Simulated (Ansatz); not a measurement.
Geometry optimisation, RKS BLYP-D4/def2-TZVP in Ansatz 0.2.0.

input.yaml

```yaml
crystal:
  periodic: [false, false, false]
  atoms:
    - { symbol: B, position_ang: [0.4575, 1.207, -0.1056] }
    - { symbol: C, position_ang: [0.1664, -0.3027, -0.3711] }
    - { symbol: "N", position_ang: [-0.4556, -0.912, 0.7986] }
    - { symbol: H, position_ang: [1.5746, 1.7119, -0.1737] }
    - { symbol: H, position_ang: [-0.5045, 1.9546, 0.0968] }
    - { symbol: H, position_ang: [-0.4981, -0.4166, -1.2505] }
    - { symbol: H, position_ang: [1.1758, -0.7766, -0.5832] }
    - { symbol: H, position_ang: [-0.4129, -1.9296, 0.6462] }
    - { symbol: H, position_ang: [-1.4147, -0.5823, 0.9253] }
basis:
  gaussian: { orbitals: def2-TZVP }
hamiltonian:
  xc: blyp
  dispersion: d4
relax:
  f_tol: 0.015
  max_steps: 40
```

Run as:

```bash
$ ansatz run input.yaml --threads 2 --pin off --max-ram 3072MiB --backend cpu --events-out ev --progress --plain --runs-dir out
```

Where does it end, and by what steps?

The forces met the threshold. After 12 steps the energy has fallen by 0.327 eV; H4 moved furthest, 0.72 Å.

| step | energy less start (eV) | largest force component (eV/Å) | accepted |
| --- | --- | --- | --- |
| 0 | 0.0000 | 1.274 | yes |
| 1 | -0.1429 | 0.782 | yes |
| 2 | -0.1834 | 0.228 | yes |
| 3 | -0.2058 | 0.203 | yes |
| 4 | -0.2246 | 0.367 | yes |
| 5 | -0.2698 | 0.491 | yes |
| 6 | -0.3118 | 0.440 | yes |
| 7 | -0.3219 | 0.236 | yes |
| 8 | -0.3262 | 0.092 | yes |
| 9 | -0.3261 | 0.101 | no |
| 10 | -0.3265 | 0.035 | yes |
| 11 | -0.3266 | 0.015 | yes |
| 12 | -0.3266 | 0.003 | yes |

```xyz
9
Properties=species:S:1:pos:R:3
B 0.419 1.230 -0.116
C 0.288 -0.310 -0.242
N -0.525 -1.017 0.760
H 1.222 1.801 -0.797
H -0.316 1.870 0.585
H -0.103 -0.386 -1.296
H 1.282 -0.785 -0.315
H -0.795 -1.948 0.441
H -1.383 -0.502 0.961
```

Whether the end is a true minimum wasn't checked by a vibrational analysis.

Run time: 20 s on 2 threads of Arm Neoverse V2, with other jobs on the host, peak memory 0.18 GiB.
